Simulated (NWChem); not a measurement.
System: C2H3F; SMILES C=CF

Output (shortened):

```
             Northwest Computational Chemistry Package (NWChem) 7.3.0
             --------------------------------------------------------

 CS  symmetry detected

                             Geometry "geometry" -> ""
                             -------------------------

 Output coordinates in angstroms (scale by  1.889725989 to convert to a.u.)

  No.       Tag          Charge          X              Y              Z
 ---- ---------------- ---------- -------------- -------------- --------------
    1 C                    6.0000    -0.22780870     1.17436602     0.00000000
    2 C                    6.0000     0.42600919     0.02090406     0.00000000
    3 F                    9.0000    -0.19083991    -1.15606061     0.00000000
    4 H                    1.0000    -1.31938911     1.20397709     0.00000000
    5 H                    1.0000     0.33145215     2.11021585     0.00000000
    6 H                    1.0000     1.51629317    -0.08126793     0.00000000

 Effective nuclear repulsion energy (a.u.)      67.6384134860

      Symmetry information
      --------------------

 Group name             Cs
 Group number              2
 Group order               2
 No. of unique centers     6

                                 NWChem DFT Module
                                 -----------------

 Summary of "ao basis" -> "ao basis" (spherical)
 ------------------------------------------------------------------------------
       Tag                 Description            Shells   Functions and Types
 ---------------- ------------------------------  ------  ---------------------
 C                           sto-3g                  3        5   2s1p
 F                           sto-3g                  3        5   2s1p
 H                           sto-3g                  1        1   1s

      Symmetry analysis of basis
      --------------------------

        a'         15
        a"          3

            General Information
            -------------------
          SCF calculation type: DFT
          Wavefunction type:  closed shell.
          No. of atoms     :     6
          No. of electrons :    24
           Alpha electrons :    12
            Beta electrons :    12
          Charge           :     0
          Spin multiplicity:     1
          Use of symmetry is: on ; symmetry adaption is: on
          Maximum number of iterations: 150
          AO basis - number of functions:    18
                     number of shells:    12
          Convergence on energy requested:  1.00D-06
          Convergence on density requested:  1.00D-05
          Convergence on gradient requested:  5.00D-04

              XC Information
              --------------
                         PBE0 Method XC Functional
                     Hartree-Fock (Exact) Exchange  0.250
          PerdewBurkeErnzerhof Exchange Functional  0.750
            Perdew 1991 LDA Correlation Functional  1.000 local
           PerdewBurkeErnz. Correlation Functional  1.000 non-local

             Grid Information
             ----------------
          Grid used for XC integration:  medium
          Radial quadrature: Mura-Knowles
          Angular quadrature: Lebedev.
          Tag              B.-S. Rad. Rad. Pts. Rad. Cut. Ang. Pts.
          ---              ---------- --------- --------- ---------
          C                   0.70       49           7.0       434
          F                   0.50       49           8.0       434
          H                   0.35       45           8.0       434
          Grid pruning is: on
          Number of quadrature shells:   282
          Spatial weights used:  Erf1

      Superposition of Atomic Density Guess
      -------------------------------------

 Sum of atomic energies:        -173.75767340

      Non-variational initial energy
      ------------------------------

 Total energy =    -174.232848
 1-e energy   =    -376.086560
 2-e energy   =     134.215298
 HOMO         =      -0.095377
 LUMO         =       0.286134

      Symmetry analysis of molecular orbitals - initial
      -------------------------------------------------

  Numbering of irreducible representations:

     1 a'          2 a"

  Orbital symmetries:

     1 a'          2 a'          3 a'          4 a'          5 a'
     6 a'          7 a'          8 a'          9 a"         10 a'
    11 a'         12 a"         13 a"         14 a'         15 a'
    16 a'         17 a'         18 a'

     ---------------------------------------------
      Total Density - Mulliken Population Analysis
     ---------------------------------------------

    Atom       Charge   Shell Charges
 -----------   ------   -------------------------------------------------------
    1 C    6     6.33   1.99  1.28  3.06
    2 C    6     5.54   1.99  1.18  2.37
    3 F    9     9.35   2.00  1.91  5.43
    4 H    1     0.92   0.92
    5 H    1     0.91   0.91
    6 H    1     0.96   0.96

   convergence    iter        energy       DeltaE   RMS-Dens  Diis-err
 ---------------- ----- ----------------- --------- --------- ---------
 d= 0,ls=0.0,diis     1   -175.1745891975 -2.43D+02  6.72D-02  3.99D-01
 d= 0,ls=0.0,diis     2   -175.1655040477  9.09D-03  3.52D-02  5.44D-01
 d= 0,ls=0.0,diis     3   -175.2453490879 -7.98D-02  3.80D-03  1.05D-03
 d= 0,ls=0.0,diis     4   -175.2452612283  8.79D-05  2.30D-03  1.65D-03
 d= 0,ls=0.0,diis     5   -175.2455441176 -2.83D-04  1.20D-04  7.03D-06
  Resetting Diis
 d= 0,ls=0.0,diis     6   -175.2455451700 -1.05D-06  2.56D-05  2.00D-07
 d= 0,ls=0.0,diis     7   -175.2455452077 -3.77D-08  8.87D-06  5.18D-09

         Total DFT energy =     -175.245545207713
      One electron energy =     -375.556822648797
           Coulomb energy =      154.993661460177
    Exchange-Corr. energy =      -22.320797505097
 Nuclear repulsion energy =       67.638413486004

 Numeric. integr. density =       24.000000167949

                  Occupations of the irreducible representations
                  ----------------------------------------------

                     irrep           alpha         beta
                     --------     --------     --------
                     a'               10.0         10.0
                     a"                2.0          2.0

                       DFT Final Molecular Orbital Analysis
                       ------------------------------------

 Vector   10  Occ=2.000000D+00  E=-3.468610D-01  Symmetry=a"
              MO Center=  1.1D-02, -5.7D-01,  4.6D-16, r^2= 1.1D+00
   Bfn.  Coefficient  Atom+Function         Bfn.  Coefficient  Atom+Function
  ----- ------------  ---------------      ----- ------------  ---------------
    15      0.720170  3 F  pz                10      0.517288  2 C  pz
     5      0.232004  1 C  pz

 Vector   11  Occ=2.000000D+00  E=-2.394410D-01  Symmetry=a'
              MO Center= -2.4D-02, -8.9D-01,  1.9D-16, r^2= 1.0D+00
   Bfn.  Coefficient  Atom+Function         Bfn.  Coefficient  Atom+Function
  ----- ------------  ---------------      ----- ------------  ---------------
    13      0.830437  3 F  px                14     -0.410199  3 F  py
    18     -0.282809  6 H  s                  4     -0.182229  1 C  py
     2      0.131787  1 C  s                  8     -0.115701  2 C  px
     3      0.101522  1 C  px                16     -0.068313  4 H  s
    17     -0.068234  5 H  s                  9      0.054195  2 C  py

 Vector   12  Occ=2.000000D+00  E=-1.772134D-01  Symmetry=a"
              MO Center= -8.9D-02,  1.5D-01, -2.0D-16, r^2= 1.7D+00
   Bfn.  Coefficient  Atom+Function         Bfn.  Coefficient  Atom+Function
  ----- ------------  ---------------      ----- ------------  ---------------
     5      0.635849  1 C  pz                15     -0.626063  3 F  pz
    10      0.393342  2 C  pz

 Vector   13  Occ=0.000000D+00  E= 1.421079D-01  Symmetry=a"
              MO Center=  8.9D-02,  4.7D-01,  1.8D-16, r^2= 1.3D+00
   Bfn.  Coefficient  Atom+Function         Bfn.  Coefficient  Atom+Function
  ----- ------------  ---------------      ----- ------------  ---------------
    10     -0.812366  2 C  pz                 5      0.778051  1 C  pz
    15      0.328147  3 F  pz

 Vector   14  Occ=0.000000D+00  E= 3.367272D-01  Symmetry=a'
              MO Center=  1.9D-02,  1.2D-01,  2.2D-17, r^2= 1.8D+00
   Bfn.  Coefficient  Atom+Function         Bfn.  Coefficient  Atom+Function
  ----- ------------  ---------------      ----- ------------  ---------------
    14      0.619738  3 F  py                 9      0.581368  2 C  py
     8      0.539544  2 C  px                17     -0.510698  5 H  s
    16      0.452135  4 H  s                 12      0.441416  3 F  s
     3      0.416448  1 C  px                 7     -0.398664  2 C  s
    13      0.264527  3 F  px                18     -0.208896  6 H  s

 Vector   15  Occ=0.000000D+00  E= 4.193265D-01  Symmetry=a'
              MO Center=  7.8D-01,  4.1D-03, -1.1D-16, r^2= 1.6D+00
   Bfn.  Coefficient  Atom+Function         Bfn.  Coefficient  Atom+Function
  ----- ------------  ---------------      ----- ------------  ---------------
     7      1.149543  2 C  s                 18     -1.070872  6 H  s
     8      0.444103  2 C  px                 2     -0.429731  1 C  s
    16      0.425908  4 H  s                  4      0.292611  1 C  py
    14     -0.263312  3 F  py                13     -0.246289  3 F  px
    12     -0.228901  3 F  s                  6     -0.191151  2 C  s

     ---------------------------------------------
      Total Density - Mulliken Population Analysis
     ---------------------------------------------

    Atom       Charge   Shell Charges
 -----------   ------   -------------------------------------------------------
    1 C    6     6.21   1.99  1.16  3.06
    2 C    6     5.98   1.99  1.15  2.84
    3 F    9     9.07   2.00  1.94  5.12
    4 H    1     0.91   0.91
    5 H    1     0.91   0.91
    6 H    1     0.92   0.92

     -------------------------------------------
      Total Density - Lowdin Population Analysis
     -------------------------------------------

    Atom       Charge   Shell Charges
 -----------   ------   -------------------------------------------------------
    1 C    6     6.17   1.99  1.04  3.14
    2 C    6     5.96   1.99  1.05  2.92
    3 F    9     9.02   2.00  1.88  5.14
    4 H    1     0.95   0.95
    5 H    1     0.95   0.95
    6 H    1     0.96   0.96

     Multipole analysis of the density
     ---------------------------------

     L   x y z        total         alpha         beta         nuclear
     -   - - -        -----         -----         ----         -------
     0   0 0 0     -0.000000    -12.000000    -12.000000     24.000000

     1   1 0 0      0.164654      0.082327      0.082327     -0.000000
     1   0 1 0      0.088874      0.044437      0.044437     -0.000000
     1   0 0 1      0.000000      0.000000      0.000000      0.000000

     2   2 0 0    -10.791381    -15.890791    -15.890791     20.990201
     2   1 1 0     -0.150183      0.957759      0.957759     -2.065700
     2   1 0 1      0.000000      0.000000      0.000000      0.000000
     2   0 2 0    -11.832234    -52.723658    -52.723658     93.615082
     2   0 1 1      0.000000      0.000000      0.000000      0.000000
     2   0 0 2    -12.306785     -6.153393     -6.153393      0.000000
```

Level: PBE0/STO-3G. Structure relaxed at the PBE0/def2-SVP level.

**Question.** Reconstruct the input file.

**Answer.** One answer among several that fit: the input that was run:
```
start job
memory heap 200 mb stack 900 mb global 1100 mb
geometry units angstroms noautoz
  C     -0.236674     1.168760     0.000000
  C      0.424893     0.019725     0.000000
  F     -0.184020    -1.161365     0.000000
  H     -1.328429     1.191023     0.000000
  H      0.316275     2.108353     0.000000
  H      1.515840    -0.075106     0.000000
end
basis spherical
  C library sto-3g
  F library sto-3g
  H library sto-3g
end
dft
  xc pbe0
  iterations 150
  mulliken
end
task dft energy
```
